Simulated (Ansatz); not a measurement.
Worked example: CO⁺, quartet against CO⁺, doublet

Geometry (PBE0/def2-TZVP stationary point of a doublet), kept for both states (CO⁺, doublet: Σ⁺ or Δ; CO⁺, quartet: Σ⁺ or Δ):

```yaml
atoms:
  - { symbol: O, position_ang: [0.0000, 0.0000, 0.0000] }
  - { symbol: C, position_ang: [0.0000, 0.0000, 1.1062] }
```

Basis cc-pVDZ; Ansatz 0.2.0. Only valence electrons are correlated (noble-gas cores frozen). R marks a restricted (for open shells ROHF) determinant, U an unrestricted one.

Full CI is exact within this basis and frozen core; it isn't the basis-set limit. The frozen core follows each run's orbitals, which can shift R against U totals by a few meV.

Unrestricted rows (U, and Kohn–Sham where it breaks symmetry) aren't spin-pure: their determinants' ⟨S²⟩ exceeds S(S+1) by up to 0.20, so they mix in states of higher spin. The determinant of the CO⁺ quartet fills πx and πy unequally, so it is a mixture of Σ and Δ, which weighs on every level built on one determinant.

```
   level  E(CO⁺, doublet) (hartree)  E(CO⁺, quartet) (hartree)
     UHF                -112.272213                -112.059422
    UMP2                -112.525618                -112.234564
UCCSD(T)                -112.553098                -112.268623
     PBE                -112.688602                -112.394190
 full CI                -112.556023                -112.283469
```

Q: Give the vertical gap, CO⁺ quartet less CO⁺ doublet, at each level in eV (1 hartree = 27.2114 eV), and each error against full CI.

A: full CI: (-112.283469 − (-112.556023)) × 27.2114 = 7.417 eV (the reference)
PBE: (-112.394190 − (-112.688602)) × 27.2114 = 8.011 eV, error 0.594 eV
UCCSD(T): (-112.268623 − (-112.553098)) × 27.2114 = 7.741 eV, error 0.324 eV
UMP2: (-112.234564 − (-112.525618)) × 27.2114 = 7.920 eV, error 0.503 eV
UHF: (-112.059422 − (-112.272213)) × 27.2114 = 5.790 eV, error -1.627 eV

Total energies of functionals can't be set beside those of wave-function methods, since they hold the core's correlation and their own absolute errors; only the differences compare.

In so small a basis the reference is far from its limit while semilocal and hybrid functionals are nearer theirs, so the functionals' errors here hold much of the reference's basis and frozen-core error, which can add to them or hide them.

Each level lands on the state that its own search finds. T1 diagnostics of restricted CCSD: 0.035 and 0.024.
